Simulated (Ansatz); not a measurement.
# C4H6S: a ladder of functionals and wavefunction methods

An exercise on one series of results from a longer session: the logs are not shown, and one member is left open.

The runs use Ansatz 0.2.0, Gaussian basis; functionals in def2-TZVPP, the program's frozen cores in correlated methods.

The runs, in order: LDA (SPW92), PBE-D4, revPBE-D4, BLYP-D4, r2SCAN-D4, B97M-V, PBE0-D4, B3LYP-D4, r2SCANh-D4, r2SCAN0-D4, HSE06-D4, BHLYP-D4, CAM-B3LYP-D4, LC-ωPBE, ωB97X-V, ωB97M-V, B2PLYP, PBE-QIDH; CCSD(T)/def2-SVP; CCSD(T)/def2-TZVPP; MP2/def2-QZVPP; extrapolation to the limit; RPA on PBE.

**The geometry**

All runs share one geometry, relaxed beforehand with PBE0-D4 in a triple-zeta def2 set.

SMILES `C=C1SC1C`, 11 atoms, charge 0, spin multiplicity 1.

Atoms are counted from 1 here; the program's logs count them from 0.

Bond lengths: C1–C2 1.318 Å, C1–H6 1.084 Å, C1–H7 1.082 Å, C2–S3 1.729 Å, C2–C4 1.450 Å, S3–C4 1.848 Å, C4–C5 1.500 Å, C4–H8 1.088 Å, C5–H9 1.091 Å, C5–H10 1.092 Å, C5–H11 1.095 Å. Angles: C2–C1–H6 120.1°, C2–C1–H7 121.7°, H6–C1–H7 118.3°, C1–C2–S3 143.8°, C1–C2–C4 145.7°, S3–C2–C4 70.4°, C2–S3–C4 47.7°, C2–C4–S3 61.9°, C2–C4–C5 121.2°, C2–C4–H8 116.2°, S3–C4–C5 118.7°, S3–C4–H8 112.0°, C5–C4–H8 115.6°, C4–C5–H9 110.6°, C4–C5–H10 111.1°, C4–C5–H11 109.7°, H9–C5–H10 108.9°, H9–C5–H11 108.5° and more.

Set-up of the first run:

File in.yaml:

```yaml
crystal:
  periodic: [false, false, false]
  atoms:
    - {symbol: C, position_ang: [-0.592345, 1.439617, 1.291300]}
    - {symbol: C, position_ang: [0.133603, 0.407876, 0.908845]}
    - {symbol: S, position_ang: [1.694757, -0.324670, 1.036095]}
    - {symbol: C, position_ang: [0.172686, -0.795711, 0.100575]}
    - {symbol: C, position_ang: [0.196467, -0.726130, -1.397973]}
    - {symbol: H, position_ang: [-1.615260, 1.540989, 0.947693]}
    - {symbol: H, position_ang: [-0.195048, 2.201255, 1.949668]}
    - {symbol: H, position_ang: [-0.310550, -1.674755, 0.522549]}
    - {symbol: H, position_ang: [0.720324, 0.170159, -1.731821]}
    - {symbol: H, position_ang: [0.688799, -1.602066, -1.824774]}
    - {symbol: H, position_ang: [-0.828132, -0.693464, -1.781660]}
basis:
  gaussian: {orbitals: def2-TZVPP}
hamiltonian: {xc: lda}
output: {orbitals: {seedname: orbitals}}
```

Among the steps run: LDA; PBE-D4 (GGA); revPBE-D4 (GGA); BLYP-D4 (GGA); r2SCAN-D4 (meta-GGA); B97M-V (meta-GGA); PBE0-D4 (hybrid); B3LYP-D4 (hybrid); r2SCANh-D4 (hybrid); r2SCAN0-D4 (hybrid); HSE06-D4 (hybrid); BHLYP-D4 (hybrid); CAM-B3LYP-D4 (range-separated); LC-ωPBE (range-separated); ωB97X-V (range-separated); ωB97M-V (range-separated); B2PLYP (double hybrid); PBE-QIDH (double hybrid).

One of the session's tables, all rows but one given; the rest of the session is left out.

It belongs to the step «Orbital energies across the functionals». 

| functional | HOMO (eV) | gap (eV) |
| --- | --- | --- |
| LDA (SPW92) | -5.50 | 4.23 |
| PBE-D4 | -5.35 | 4.27 |
| revPBE-D4 | -5.29 | 4.30 |
| BLYP-D4 | -5.18 | 4.22 |
| r2SCAN-D4 | -5.54 | 4.70 |
| B97M-V | -5.59 | 4.79 |
| PBE0-D4 | -6.44 | 6.38 |
| B3LYP-D4 | -6.21 | 5.90 |
| r2SCANh-D4 | -5.95 | 5.48 |
| r2SCAN0-D4 | ? | ? |
| HSE06-D4 | -6.04 | 5.60 |
| BHLYP-D4 | -7.38 | 8.38 |
| CAM-B3LYP-D4 | -7.70 | 8.75 |
| LC-ωPBE | -9.05 | 11.27 |
| ωB97X-V | -8.69 | 10.82 |
| ωB97M-V | -8.55 | 10.52 |

Estimate the missing values for r2SCAN0-D4.

Worked estimate for «HOMO (eV)». Against the share of exact exchange, r2SCAN-D4 (0, -5.54), r2SCANh-D4 (0.1, -5.95) give a slope of -4.10 per unit share; at 0.25 the line stands at -6.56.

As computed: HOMO (eV): -6.57; gap (eV): 6.65. In «HOMO (eV)» the line misses by +0.01.
